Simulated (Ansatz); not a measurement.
# CHAlO: the cost of one run

Computed with Ansatz 0.2.0, Gaussian basis. Level: def2-QZVPP, core rule «outside noble gas», up to 7 orbitals frozen.

Plan: UHF; ROHF; CCSD(T) on UHF.

2 further runs of the same task are left out: 2 set aside as unsound or not needed.

## (1) What is computed

The geometry is a PBE0/def2-TZVP stationary point (not a proven minimum) of the parent state, kept for this charge and spin.

4 atoms, charge 0, spin multiplicity 3.

Atoms are counted from 1 here; the program's logs count them from 0.

Bond lengths: C1–Al2 1.968 Å, C1–H4 1.105 Å, Al2–O3 1.603 Å. Angles: Al2–C1–H4 113.1°, C1–Al2–O3 169.8°.

## (2) UHF

Input file in.yaml:

```yaml
crystal:
  periodic: [false, false, false]
  atoms:
    - {symbol: C, position_ang: [0.000000, -0.184129, 1.945650]}
    - {symbol: Al, position_ang: [0.000000, 0.064396, -0.006581]}
    - {symbol: O, position_ang: [0.000000, -0.018876, -1.607235]}
    - {symbol: H, position_ang: [0.000000, 0.769929, 2.503856]}
basis:
  gaussian: {orbitals: "def2-QZVPP.json"}
magnetization: {spin_polarized: true, initial_magnetization: 2}
hamiltonian: {xc: hf}
output: {orbitals: {seedname: orbitals}}
```

On the command line:

```
$ ansatz run in.yaml --threads 1 --pin off --events-out ev --progress --plain --max-ram 2393MiB
```

**Question.** How long does this run take on 1 thread of Intel Xeon 6975P-C, shared host, and how much memory does it need?

About 33 s, with a peak of 0.52 GiB.
